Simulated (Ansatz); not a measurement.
Base system: Nb in the bcc (W type) structure (space group Im-3m, No. 229; a = 3.272 Å).

All numbers come from PBEsol (Ansatz, a first-principles code), no spin-orbit coupling, earlier PAW set.

```csv
level,lattice parameter a
PBEsol,3.272 Å
```

Measured: lattice parameter a 3.294 Å (static lattice; corrected from measurement; as listed in Daniel Mejia-Rodriguez, S. B. Trickey, Phys. Rev. B (2018)).

Computed minus measured — lattice parameter a: PBEsol -0.7 %.

Stability against distortions was not tested. The base started in P-1 and relaxed to Im-3m at this level. The final runs are not spin-polarised.
